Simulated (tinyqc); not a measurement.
Inside a calculation. Method: ROHF in the sto-3g basis, for LiH+, spin multiplicity 2. One step of it, computed by the program tinyqc.

Question. Iteration 2: Roothaan effective Fock matrix. With projectors Pc = D(beta) S, Po = (D(alpha) - D(beta)) S, Pv = 1 - D(alpha) S, the block xy is Px^T F Py; with Fc = (F(alpha) + F(beta))/2, the blocks are Fc for cc, oo, vv and cv, F(beta) for co and F(alpha) for ov.

F(alpha) (hartree), lower triangle:
```
            1Li 1s     1Li 2s    1Li 2px    1Li 2py    1Li 2pz      2H 1s
1Li 1s   -2.713959
1Li 2s   -0.720974  -0.504215
1Li 2px   0.000000   0.000000  -0.105880
1Li 2py   0.000000   0.000000   0.000000  -0.105880
1Li 2pz  -0.004739  -0.180228   0.000000   0.000000  -0.306167
2H 1s    -0.221078  -0.463177   0.000000   0.000000  -0.502639  -0.764770
```

F(beta) (hartree), lower triangle:
```
            1Li 1s     1Li 2s    1Li 2px    1Li 2py    1Li 2pz      2H 1s
1Li 1s   -2.704178
1Li 2s   -0.719750  -0.369227
1Li 2px   0.000000   0.000000  -0.085711
1Li 2py   0.000000   0.000000   0.000000  -0.085711
1Li 2pz  -0.003035  -0.032372   0.000000   0.000000  -0.133178
2H 1s    -0.217423  -0.214787   0.000000   0.000000  -0.199856  -0.175305
```

D(alpha) after iteration 1, lower triangle:
```
            1Li 1s    1Li 2s   1Li 2px   1Li 2py   1Li 2pz     2H 1s
1Li 1s    1.016586
1Li 2s   -0.047119  0.150334
1Li 2px   0.000000  0.000000  0.000000
1Li 2py   0.000000  0.000000  0.000000  0.000000
1Li 2pz  -0.036531  0.098103  0.000000  0.000000  0.064052
2H 1s    -0.095200  0.254019  0.000000  0.000000  0.165854  0.429459
```

D(beta) after iteration 1, lower triangle:
```
           1Li 1s    1Li 2s   1Li 2px   1Li 2py   1Li 2pz     2H 1s
1Li 1s   0.994295
1Li 2s   0.010748  0.000116
1Li 2px  0.000000  0.000000  0.000000
1Li 2py  0.000000  0.000000  0.000000  0.000000
1Li 2pz  0.001255  0.000014  0.000000  0.000000  0.000002
2H 1s    0.002641  0.000029  0.000000  0.000000  0.000003  0.000007
```

overlap S, lower triangle:
```
           1Li 1s    1Li 2s   1Li 2px   1Li 2py   1Li 2pz     2H 1s
1Li 1s   1.000000
1Li 2s   0.241137  1.000000
1Li 2px  0.000000  0.000000  1.000000
1Li 2py  0.000000  0.000000  0.000000  1.000000
1Li 2pz  0.000000  0.000000  0.000000  0.000000  1.000000
2H 1s    0.070158  0.401520  0.000000  0.000000  0.517514  1.000000
```

Give: effective F.

Answer.

effective F (hartree), lower triangle:
```
          1Li 1s   1Li 2s  1Li 2px  1Li 2py  1Li 2pz    2H 1s
1Li 1s   -2.7091
1Li 2s   -0.7190  -0.3860
1Li 2px   0.0000   0.0000  -0.0958
1Li 2py   0.0000   0.0000   0.0000  -0.0958
1Li 2pz  -0.0023  -0.0757   0.0000   0.0000  -0.2077
2H 1s    -0.2163  -0.3176   0.0000   0.0000  -0.3582  -0.5215
```
